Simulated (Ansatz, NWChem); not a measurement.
**C2H7N (dimethylamine): from total energies to a heat of formation**

C2H7N: 10 atoms, total charge 0, spin state singlet. SMILES: `CNC`. The coordinates come from a PBE0-D4/def2-TZVP relaxation.

```xyz
10

C    -0.8567    0.4073   -0.7488
N    -0.4599   -0.1744    0.5125
C     0.9458   -0.5039    0.5585
H    -1.9106    0.6905   -0.7140
H    -0.7407   -0.3348   -1.5445
H    -0.2684    1.2951   -1.0389
H    -0.6891    0.4569    1.2686
H     1.1583   -1.2948   -0.1671
H     1.2074   -0.8857    1.5475
H     1.6137    0.3437    0.3262
```

Total energies at wB97X/cc-pVDZ (NWChem 7.3.0); the atoms run unrestricted:

| species | state | energy (Eh) |
| --- | --- | --- |
| C2H7N | singlet | -135.127991 |
| C | triplet | -37.839573 |
| N | quartet | -54.577883 |
| H | doublet | -0.500603 |

Harmonic wavenumbers at PBE0-D4/def2-TZVP, in cm⁻¹: 234, 264, 382, 774, 966, 1034, 1102, 1185, 1204, 1269, 1434, 1462, 1469, 1481, 1487, 1511, 1514, 2948, 2951, 3067, 3068, 3120, 3121, 3560.

Measured heats of formation of the gaseous atoms at 298.15 K, in kJ/mol: C 716.9, N 472.4, H 218.0. Take 1 Eh = 2625.50 kJ/mol, 1 cm⁻¹ = 0.0119627 kJ/mol, RT = 2.479 kJ/mol.

Problem. Work out the heat of formation of the gas at 298 K.

Solution. 
1. Electronic atomisation energy: 2 × (-37.839573) + (-54.577883) + 7 × (-0.500603) − (-135.127991) = 1.366741 Eh = 3588.4 kJ/mol.
2. Zero-point energy: half the sum of the wavenumbers, 20303.5 cm⁻¹ = 242.9 kJ/mol.
3. Thermal vibrational enthalpy, Σ hcν̃/(exp(hcν̃/kT) − 1): 4.1 kJ/mol. Translation, rotation and pV of a non-linear molecule: 4 RT = 9.9 kJ/mol.
4. The 10 free atoms carry 5/2 RT each: 62.0 kJ/mol.
5. Atomisation enthalpy at 298 K: 3588.4 − 242.9 − 4.1 − 9.9 + 62.0 = 3393.5 kJ/mol.
6. Sum of the atoms' heats of formation: 3432.2 kJ/mol. Heat of formation: 3432.2 − 3393.5 = +38.7 kJ/mol.

The tabulated value is -15.9 kJ/mol (Active Thermochemical Tables), so this level is off by +54.6 kJ/mol, or 1.6 % of the atomisation enthalpy. Anharmonicity and any spin-orbit splitting of the molecule are left out.
